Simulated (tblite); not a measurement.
Input of a run (GFN2-xTB geometry optimisation, gas phase (tblite 0.8.0)), started from a force field or distance geometry:
```
{"job": {"kind": "relax", "xc": "GFN2-xTB", "basis": "xTB"}, "charge": 1, "multiplicity": 2}
C     -1.818300    -0.247900    -0.491400
C     -0.802200     0.167500     0.550700
F     -0.894900    -0.717500     1.603500
C      0.574800     0.216200    -0.024100
C      1.616900     0.698100    -0.950300
C      1.951800    -0.346500     0.066500
H     -1.983100     0.587600    -1.187400
H     -2.733200    -0.580800     0.044400
H     -1.452300    -1.157900    -1.035300
H     -1.104400     1.174000     0.893000
H      2.044600     1.724100    -0.787700
H      2.600200    -0.099000     0.935000
H      1.995600    -1.417400    -0.218400
```

Output (eV, eV/Å):
```
step      E/eV     max force
  0    -499.57922    4.967
  1    -500.01159    2.805
  2    -500.31686    1.785
  3    -500.43546    1.178
  4    -500.57426    1.017
  5    -500.61224    0.934
  6    -500.64897    0.450
  7    -500.66951    0.403
  8    -500.69155    0.400
  9    -500.71018    0.320
 10    -500.72285    0.246
 11    -500.73133    0.176
 12    -500.73600    0.159
 13    -500.73934    0.170
 14    -500.74240    0.138
 15    -500.74485    0.142
 16    -500.74650    0.110
 17    -500.74794    0.103
 18    -500.74987    0.150
 19    -500.75263    0.200
 20    -500.75547    0.175
 21    -500.75742    0.116
 22    -500.75869    0.103
 23    -500.76022    0.127
 24    -500.76230    0.166
 25    -500.76451    0.153
 26    -500.76613    0.091
 27    -500.76714    0.072
 28    -500.76783    0.074
 29    -500.76842    0.079
 30    -500.76894    0.073
 31    -500.76945    0.077
 32    -500.77007    0.108
 33    -500.77091    0.103
 34    -500.77182    0.063
 35    -500.77259    0.068
 36    -500.77327    0.084
 37    -500.77416    0.090
 38    -500.77535    0.088
 39    -500.77654    0.078
 40    -500.77736    0.064
 41    -500.77787    0.070
 42    -500.77844    0.070
 43    -500.77911    0.068
 44    -500.77961    0.051
 45    -500.77988    0.038
 46    -500.78005    0.031
 47    -500.78023    0.036
 48    -500.78044    0.040
 49    -500.78066    0.042
 50    -500.78091    0.046
 51    -500.78122    0.048
 52    -500.78161    0.057
 53    -500.78202    0.052
 54    -500.78235    0.046
 55    -500.78260    0.044
 56    -500.78284    0.038
 57    -500.78313    0.042
 58    -500.78342    0.054
 59    -500.78364    0.045
 60    -500.78379    0.026
 61    -500.78390    0.032
 62    -500.78400    0.035
 63    -500.78411    0.029
 64    -500.78418    0.022
 65    -500.78423    0.021
 66    -500.78428    0.024
 67    -500.78437    0.030
 68    -500.78452    0.041
 69    -500.78469    0.045
 70    -500.78485    0.032
 71    -500.78498    0.027
 72    -500.78512    0.033
 73    -500.78528    0.034
 74    -500.78539    0.028
 75    -500.78544    0.017
 76    -500.78546    0.012
 77    -500.78547    0.009
```

Question: Summarise the run.

Answer: The energy falls by 116.4 kJ/mol over 77 L-BFGS steps, the largest force on an atom goes from 4.97 to 0.009 eV/Å, and the atoms move by 0.290 Å rms after alignment. The bond that changes most is C4–C5 (ends: carbon bonded to 3 C; carbon bonded to 2 C and H), which shortens by 0.129 Å. Bonds longer at the end by more than 0.005 Å: 2 of 13; shorter: 11. Among the angles that change most is C4–C5–H11, from 118.5° to 149.7°. Among the dihedrals that turn most is H11–C5–C6–H13, from -151° to -78°. The energy never rose by more than 1e-5 eV on the way. The first step brought 36 % of the lowering.

Question: What are the final bond lengths?

Answer: C1–C2 1.536 Å, C2–F3 1.360 Å, C2–C4 1.446 Å, C4–C5 1.347 Å, C5–C6 1.464 Å, C4–C6 1.479 Å, C1–H7 1.085 Å, C1–H8 1.087 Å, C1–H9 1.089 Å, C2–H10 1.115 Å, C5–H11 1.067 Å, C6–H12 1.094 Å, C6–H13 1.095 Å. Numbering counts from 1 in the input's order; the species is `C[C@@H](F)[C+]1[CH]C1` [radical].

Its GFN2-xTB frequencies are all real (lowest 79 cm⁻¹).

One conformer stands for the species.

These are computed values.
